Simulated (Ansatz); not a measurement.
What does this script print? It uses Ansatz 0.2.0, Python API.

`run_cas.py`
```python
"""Static correlation in CH2AlN: natural occupations of an active space."""

import ansatz as az
from ase import Atoms

atoms = Atoms(["N", "C", "Al", "H", "H"], positions=[
    (1.441, -1.405, 1.4268),
    (0.7124, -0.711, 0.7386),
    (-0.4514, 0.3868, -0.4078),
    (-1.5963, -0.259, -1.1423),
    (-0.0558, 1.9145, -0.6567),
])
mol = az.Crystal.molecule_from_ase(atoms)

model = mol.calculation()
model = model.basis(gaussian="def2-SVP")
model = model.correlation(active_electrons=6, active_orbitals=7)
for method in ["sc_nevpt2"]:
    report = (model if method is None else model.correlation(method)).run().report
    space = report["configurations"]
    state = space["states"][0]
    print(method or "casscf", f"total {report['free_energy_ev'] / 27.211386246:.6f} Ha, active-space state {state['energy']['hartree']:.6f} Ha, mean field {report['reference_energy_ev'] / 27.211386246:.6f} Ha")
    print("  determinants", state["n_determinants"], " natural occupations", [round(n, 3) for n in space["natural_occupations"]])
print("effectively unpaired electrons, sum of min(n, 2 - n):", round(sum(min(n, 2 - n) for n in space["natural_occupations"]), 3))
```

`python run_cas.py` gives:
```text
RunWarning: the results are in doubt because another end's mean lies 0.668 eV lower, and its corrected mean 0.198 eV higher
sc_nevpt2 total -335.569751 Ha, active-space state -335.335465 Ha, mean field -335.226389 Ha
  determinants 1225  natural occupations [1.971, 1.921, 1.92, 0.08, 0.079, 0.021, 0.008]
effectively unpaired electrons, sum of min(n, 2 - n): 0.375
```
(Warnings from the package without file and line.)

Reading the output:
- Total energies depend on the basis set; only differences at equal settings carry meaning.
- The geometry is a force-field or estimated start, not a minimum of this method, and the basis set is short of its limit. The active space starts as a window about the frontier orbitals and is then optimised, not chosen by chemistry.
- A lower CASSCF solution was found and passed over, so the printed active-space state isn't the lowest.
- Run time: 11 s on 1 thread of Arm Neoverse V1, on a shared host, peak memory 0.2 GiB.

(Lines on the test bed's own set-up are left out of the output.)
